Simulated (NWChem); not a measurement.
# C2HO (ethynyloxy radical): levels of theory compared

Wanted: a comparison of 3 runs (U-wB97X/cc-pVTZ, UB2PLYP/cc-pVTZ, UCAM-B3LYP/cc-pVTZ) of C2HO (ethynyloxy radical). 

The results are computed with NWChem 7.3.0.

**1. The system as given**

C2HO: 4 atoms, total charge 0, spin state doublet. As SMILES, `C#C[O]`. One bond was lengthened or shortened from a relaxed shape.

Bond lengths: C1–C2 1.288 Å, C2–O3 1.517 Å, C1–H4 1.072 Å. Angles: C1–C2–O3 170.9°, C2–C1–H4 137.7°.

**2. A single-point energy at U-wB97X/cc-pVTZ (run 1)**

Input file run.py:

```python
from ase import Atoms
from ase.calculators.nwchem import NWChem

molecule = Atoms(['C', 'C', 'O', 'H'], positions=[
    [-0.780455, 0.430375, -0.590124],
    [0.124345, -0.183625, 0.090076],
    [1.068800, -1.106500, 0.836800],
    [-1.011055, 1.438475, -0.873924],
])

calc = NWChem(
    label='input',
    theory='dft',
    memory='2200 mb',
    basis='cc-pVTZ',
    basispar='spherical bse',
    dft={'xc': 'wb97x', 'mult': '2', 'grid': 'fine', 'convergence': 'energy 1e-08', 'iterations': '100', 'mulliken': None},
    task='energy',
)
molecule.calc = calc

print("Total energy (eV):", round(molecule.get_potential_energy(), 6))
```

Command:

```sh
$ export ASE_NWCHEM_COMMAND="nwchem PREFIX.nwi > PREFIX.nwo"
$ python run.py
```

The program printed:

```text
Total energy (eV): -4131.720187
```

The calculator wrote input.nwi:

```
title "input"

permanent_dir input

scratch_dir input

start input

geometry units angstrom nocenter noautosym noautoz
  C  -7.8045500000000001e-01 4.3037500000000001e-01 -5.9012399999999998e-01
  C  1.2434500000000000e-01 -1.8362500000000001e-01 9.0076000000000003e-02
  O  1.0688000000000000e+00 -1.1065000000000000e+00 8.3679999999999999e-01
  H  -1.0110550000000000e+00 1.4384749999999999e+00 -8.7392400000000003e-01
end

memory 2200 mb

basis spherical bse noprint
   * library cc-pVTZ
end

dft
  xc wb97x
  mult 2
  grid fine
  convergence energy 1e-08
  iterations 100
  mulliken
end

task dft energy
```

input.nwo:

```text
Northwest Computational Chemistry Package (NWChem) 7.3.0
             --------------------------------------------------------

           Job information
           ---------------

    nwchem branch   = 7.3.0
    use scalapack   = T
    input           = input.nwi
    prefix          = input.
    data base       = input/input.db
    status          = startup
    nproc           =        1

           Memory information
           ------------------

    heap     =     72089600 doubles =      550.0 Mbytes
    stack    =     72089597 doubles =      550.0 Mbytes
    global   =    144179200 doubles =     1100.0 Mbytes (distinct from heap & stack)
    total    =    288358397 doubles =     2200.0 Mbytes
    verify   = yes
    hardfail = no

[... 92 lines left out ...]
  convergence criterion.
[... 18 lines left out ...]
          Convergence on gradient requested:  5.00D-04
[... 31 lines left out ...]
          Convergence aids based upon iterative change in
[... 28 lines left out ...]
 1-e energy   =    -295.886594
[... 51 lines left out ...]
         Total DFT energy =     -151.837917546368
[... 2 lines left out ...]
    Exchange-Corr. energy =      -19.426845839873
[... 738 lines left out ...]
                     DFT Final Beta Molecular Orbital Analysis
[... 830 lines left out ...]
 center of mass
 --------------
 x =   0.37806163 y =  -0.61239799 z =   0.29971831

 moments of inertia (a.u.)
 ------------------
         125.718027708809          78.663695580383         -69.835890677582
          78.663695580383         144.164868510775          61.478204431548
         -69.835890677582          61.478204431548         161.216917934812

     Multipole analysis of the density
     ---------------------------------

     L   x y z        total         alpha         beta         nuclear
     -   - - -        -----         -----         ----         -------
     0   0 0 0     -0.000000    -11.000000    -10.000000     21.000000

     1   1 0 0     -0.356187     -3.934785     -3.229489      6.808087
[... 8 lines of this table left out ...]
     2   0 0 2    -12.846405    -23.297349    -19.916591     30.367535

 Task  times  cpu:      118.2s     wall:      118.2s
 Total times  cpu:      118.3s     wall:      118.3s
```

Wall time 2 min (1 thread of Intel Xeon 6975P-C (Granite Rapids), shared host); peak memory 0.11 GiB.

**3. A single-point energy at UB2PLYP/cc-pVTZ (run 2)**

Input file c2ho.nw:

```
start c2ho
memory 2200 mb
geometry units angstrom noautosym nocenter noautoz
  C     -0.780455     0.430375    -0.590124
  C      0.124345    -0.183625     0.090076
  O      1.068800    -1.106500     0.836800
  H     -1.011055     1.438475    -0.873924
end
basis spherical bse
  * library cc-pVTZ
end
dft
  xc hfexch 0.53 becke88 0.47 lyp 0.73 mp2 0.27
  dftmp2 semidirect
  mult 2
  grid fine
  convergence energy 1e-08
  iterations 100
  mulliken
  print medium
end
mp2
  freeze core 3
end
task dft
```

Command:

```sh
$ nwchem c2ho.nw > c2ho.out
```

The program printed:

```text
[...]
          Wavefunction type:  spin polarized.
          No. of atoms     :     4
          No. of electrons :    21
[...]
          Charge           :     0
          Spin multiplicity:     2
[...]
          AO basis - number of functions:   104
[...]
              XC Information
              --------------
                     Hartree-Fock (Exact) Exchange  0.530
                    Becke 1988 Exchange Functional  0.470
              Lee-Yang-Parr Correlation Functional  0.730
[...]
 d= 0,ls=0.0,diis     1   -151.4535377496 -1.98D+02  5.87D-03  2.15D-01     3.2
[...]
 d= 0,ls=0.0,diis    19   -151.6028327286 -2.29D-09  2.19D-07  1.38D-10    41.1
[...]
         Total DFT energy =     -151.602832728563
      One electron energy =     -296.839255662114
           Coulomb energy =      118.276896378779
    Exchange-Corr. energy =      -19.207322842688
 Nuclear repulsion energy =       46.166849397460
[...]
      Total Density - Mulliken Population Analysis
     ---------------------------------------------
    Atom       Charge   Shell Charges
 -----------   ------   -------------------------------------------------------
    1 C    6     6.22   1.96  0.19  0.82  0.39  0.80  1.36  0.64  0.01  0.04  0.01
    2 C    6     5.85   1.96  0.19  0.78  0.25  0.75  1.35  0.47  0.02  0.07  0.01
    3 O    8     8.16   1.95  0.27  1.06  0.62  1.18  1.91  1.14  0.00  0.02  0.00
    4 H    1     0.78   0.26  0.41  0.08  0.01  0.02  0.00
[...]
      <S2> =      0.8382 (Exact =     0.7500)
[...]
  Basis functions       =    104
[...]
```

It took 47 s on 1 thread of Intel Xeon 6975P-C (Granite Rapids), shared host; peak memory 0.26 GiB.

**4. The energy at UCAM-B3LYP/cc-pVTZ (run 3)**

Input file c2ho.nw:

```
start c2ho
title "C2HO CAM-B3LYP"
memory total 2200 mb
geometry units bohr noautosym nocenter noautoz
  C  -1.47484620  0.81329088 -1.11517274
  C   0.23497799 -0.34700096  0.17021897
  O   2.01973928 -2.09098196  1.58132282
  H  -1.91061705  2.71832379 -1.65147701
end
basis spherical bse
  * library cc-pVTZ
end
dft
  xc xcamb88 1.00 lyp 0.81 vwn_5 0.19 hfexch 1.00
  cam 0.33 cam_alpha 0.19 cam_beta 0.46
  mult 2
  grid fine
  convergence energy 1e-08
  direct
  iterations 100
  mulliken
  noprint "final vectors analysis"
end
task dft energy
```

Command:

```sh
$ nwchem c2ho.nw > c2ho.out
```

The program printed:

```text
[...]
          Wavefunction type:  spin polarized.
          No. of atoms     :     4
          No. of electrons :    21
[...]
          Charge           :     0
          Spin multiplicity:     2
[...]
          AO basis - number of functions:   104
[...]
              XC Information
              --------------
                     Hartree-Fock (Exact) Exchange  1.000
                   CAM-Becke88 Exchange Functional  1.000
                      VWN V Correlation Functional  0.190 local
              Lee-Yang-Parr Correlation Functional  0.810
[...]
 d= 0,ls=0.0,diis     1   -151.6603463059 -1.98D+02  6.67D-03  2.73D-01     8.2
[...]
 d= 0,ls=0.0,diis    17   -151.8187077947 -5.75D-09  4.81D-07  2.51D-10   111.9
[...]
         Total DFT energy =     -151.818707794742
      One electron energy =     -296.984211205396
           Coulomb energy =      118.399948642438
    Exchange-Corr. energy =      -19.401291318859
 Nuclear repulsion energy =       46.166846087074
[...]
      Total Density - Mulliken Population Analysis
     ---------------------------------------------
    Atom       Charge   Shell Charges
 -----------   ------   -------------------------------------------------------
    1 C    6     6.20   1.96  0.20  0.81  0.40  0.82  1.33  0.63  0.01  0.03  0.01
    2 C    6     5.85   1.96  0.20  0.77  0.26  0.77  1.31  0.47  0.02  0.07  0.01
    3 O    8     8.17   1.94  0.28  1.05  0.62  1.21  1.87  1.19  0.00  0.02  0.00
    4 H    1     0.78   0.26  0.41  0.09  0.01  0.02  0.00
[...]
      <S2> =      0.7899 (Exact =     0.7500)
[...]
```

Run time: 1.9 min. Hardware: 1 thread of Intel Xeon 6975P-C (Granite Rapids), shared host; peak memory 0.11 GiB.

**5. All runs side by side**

| run | level | frozen core orbitals | energy (Eh) | dipole moment (D) | HOMO energy (eV) | LUMO energy (eV) | wall time |
| --- | --- | --- | --- | --- | --- | --- | --- |
| 1 | U-wB97X/cc-pVTZ | – | -151.837918 | 2.25 | -10.61 | -2.81 | 2 min |
| 2 | UB2PLYP/cc-pVTZ | 3 | -151.777575 | 1.91 | -9.36 | -2.87 | 47 s |
| 3 | UCAM-B3LYP/cc-pVTZ | – | -151.818708 | 2.27 | – | – | 1.9 min |

**6. Summary of results**

```
            quantity          value
 run 3: total energy  -151.81871 Eh
run 3: dipole moment         2.27 D
         run 3: ⟨S²⟩          0.790
```

The dipole moment (its size) runs from 1.91 D (UB2PLYP/cc-pVTZ) to 2.27 D (UCAM-B3LYP/cc-pVTZ). A double hybrid's value is that of its SCF part. Totals of different functionals can't be ranked against each other. All runs together took 4.7 min, the longest 2 min.
